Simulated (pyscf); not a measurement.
Single points on ωB97X-D3(BJ)/def2-SVP structures (PySCF, gas phase).

**Question.** PBE/def2-TZVP puts the barrier of H₃C–Ga(CH₃)–CH₃ (SMILES [CH3][Ga]([CH3])[CH3]) + HO–SiH₃ (SMILES O[SiH3]) → CH₄ (SMILES C) + H₃C–Ga(CH₃)–O–SiH₃ (SMILES [CH3][Ga]([CH3])[O][SiH3]) (four-centre exchange; singlet surface; C–Ga, H–O broken, C–H, Ga–O formed) at 0.27 eV and the reaction energy at -1.13 eV, from the separated reactants. What do r²SCAN/def2-TZVP, M06-2X/def2-TZVP, ωB97M-D3(BJ)/def2-TZVP give on the same structures?

**Answer.** r²SCAN: ΔE‡ = 0.16 eV, ΔE = -1.24 eV; M06-2X: ΔE‡ = 0.20 eV, ΔE = -1.29 eV; ωB97M-D3(BJ): ΔE‡ = 0.35 eV, ΔE = -1.18 eV. PBE's barrier lies among them. Its reaction energy lies over all of them, by 0.05 to 0.16 eV. On the reactant side the descent ends in an adduct with a Ga–O contact, 0.57 eV under the separated species and 0.83 eV under the saddle at ωB97X-D3(BJ)/def2-TZVP. What is counted as formed (Ga–O) is already present as a longer contact in the reactant adduct; forming that adduct is a step of its own. At ωB97X-D3(BJ)/def2-TZVP the barrier from the zero used here is 0.26 eV. This is the saddle that the search found; another between the same sides may lie lower. Elements up to Kr have no core potential and no relativistic terms here.
